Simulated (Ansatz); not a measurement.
Ideal-gas functions of `N=CS` at 600 K and 1 bar, from an Ansatz frequency run at PBE0-D4/def2-TZVP.

Molar mass 61.11 g/mol, point group Cs (symmetry number 1), electronic degeneracy 1, moments of inertia 8.489, 82.826, 91.315 u Å². Harmonic wavenumbers (cm⁻¹, unscaled): 284, 415, 731, 748, 970, 1059, 1179, 1377, 1692, 2722, 3064, 3513.

Use S(trans) = R[1.5 ln M + 2.5 ln T − 1.1517]; rotational temperatures θ = 24.2544 K / I; S(rot) = R[ln(√π/σ · √(T³/θAθBθC)) + 1.5]; for each mode x = 1.438777 ν̃/T, S = R[x/(eˣ − 1) − ln(1 − e⁻ˣ)] and H = RT x/(eˣ − 1); 1 cm⁻¹ = 0.0119627 kJ/mol; R = 8.31446 J/(mol·K).

Problem. By hand: the entropy, in J/(mol·K).

Solution. Translation 174.7. Rotation: θ = 2.8572, 0.2928, 0.2656 K, giving 103.3. Vibration, mode by mode: 11.67, 8.69, 4.64, 4.49, 2.95, 2.49, 1.99, 1.36, 0.74, 0.09, 0.04, 0.02, in all 39.2. Electronic 0.0. Sum 317.2 J/(mol·K).

Problem. By hand: H − E and G − E in kJ/mol, counted from the electronic energy.

Solution. Zero-point energy ½ × 17754 × 0.0119627 = 106.2; thermal vibration 14.3; translation, rotation and pV give 4 RT = 20.0. H − E = 140.5 kJ/mol, and G − E = 140.5 − 600 × 317.2/1000 = -49.8 kJ/mol.

Vibration gives 12 % of the entropy. The sum counts one conformer and one mirror image; others add a mixing term.
